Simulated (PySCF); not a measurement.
## NaO: from constants to spectrum

UHF-CCSD(T) constants of NaO, ²Π (doublet), unpaired electrons π ↑ (PySCF, no relativity, basis sets Na def2-SVPD, O def2-SVPD; masses 22.9898 and 15.9949 u):

| Property | Result |
| --- | --- |
| ωe | 470.7 cm⁻¹ |
| ωexe | 3.0 cm⁻¹ |
| Be | 0.40905 cm⁻¹ |
| αe | 0.00426 cm⁻¹ |
| D (centrifugal) | 1.24e-06 cm⁻¹ |
| De to Na + O | 2.61 eV |

Q: Give the vibrational terms G(v) and spacings up to v = 6.

A: G(v) = ωe(v+½) − ωexe(v+½)².

| v | G(v) (cm⁻¹) | G(v) − G(v−1) | Bv (cm⁻¹) |
| --- | --- | --- | --- |
| 0 | 234.6 |  | 0.4069 |
| 1 | 699.3 | 464.7 | 0.4027 |
| 2 | 1158.0 | 458.7 | 0.3984 |
| 3 | 1610.7 | 452.7 | 0.3941 |
| 4 | 2057.4 | 446.7 | 0.3899 |
| 5 | 2498.1 | 440.7 | 0.3856 |
| 6 | 2932.8 | 434.7 | 0.3814 |

Q: How well does the Morse estimate ωe²/(4ωexe) reproduce De, and what is D0?

A: It gives 2.29 eV, 88 % of the computed De. D0 = De − G(0) = 2.61 − 0.03 = 2.58 eV.

Correlated steps freeze 2 core orbitals. Correlated levels converge slowly with the basis: in double zeta they bind strong bonds too weakly, by up to about 1 eV, and carry superposition errors of some tenths. The state is the lowest determinant that a PBE0 search found; another state may lie lower at other levels.
